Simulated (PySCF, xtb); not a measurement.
H2N, SMILES [NH2] (connectivity only; charge and spin as stated), charge -1, multiplicity 1.

GFN2-xTB (xtb) at its own geometry gives an orbital gap of 9.88 eV.

Geometry optimised at r2SCAN-D4/def2-TZVPD. The spin state was assumed, not searched. The isomer is the one that the SMILES or the coordinates give; other isomers of the formula were not compared.

### Question
What does ωB97X/def2-TZVPD (PySCF) give? (Estimate from the structure and the level; the computed values follow.)

### Answer
gap 8.00 eV (levels -0.59 and 7.41 eV).
